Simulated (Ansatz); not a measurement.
`C#COCC` → 4 C• + 6 H• + O•  (atomization)

Program: Ansatz. Geometries: PBE0-D4/def2-TZVP. ΔE: electronic, gas phase. CCSD(T)/CBS is the MP2 limit (def2-TZVPP, def2-QZVPP) plus CCSD(T) − MP2 in def2-TZVPP, frozen cores. This one scheme is used for every species, atoms too. For atomizations the MP2-based limit and the directly extrapolated one differ by several kJ/mol either way, and by 10 to 25 for some Ge, Se and Sn compounds, so smaller differences from it don't rank the levels. DFT in def2-TZVPP. Open shells (•) are unrestricted, without spin–orbit coupling. Spin–orbit coupling would lower the free atoms: a little for C, O. Each species was taken in one conformer, which may not be the lowest.

```tsv
species	LDA (SPW92) energy (Eh)
`C#COCC`	-229.25316
C•	-37.46560
H•	-0.47838
O•	-74.52292
```

(1) Work out ΔE.

Largest T1 diagnostic among the species: 0.012.

## Answers

(1) ΔE = 6 × (-0.47838) + 4 × (-37.46560) + (-74.52292) − (-229.25316) = 1.99756 Eh = +5244.6 kJ/mol. CCSD(T)/CBS gives +4519.6 kJ/mol.

Leaving LDA and LC-ωPBE aside and taking each functional with its dispersion term where it has one, the values, not all of them listed here, spread over 295.8 kJ/mol, from BHLYP-D4 to PBE-D4. LDA lies +593.2 kJ/mol from PBE without D4, its usual overbinding. From r2SCAN to r2SCAN0 (25 % exact exchange), in def2-TZVPP and without D4, ΔE moves by −81.1 kJ/mol: exact exchange takes away binding that semilocal exchange gives to molecules.
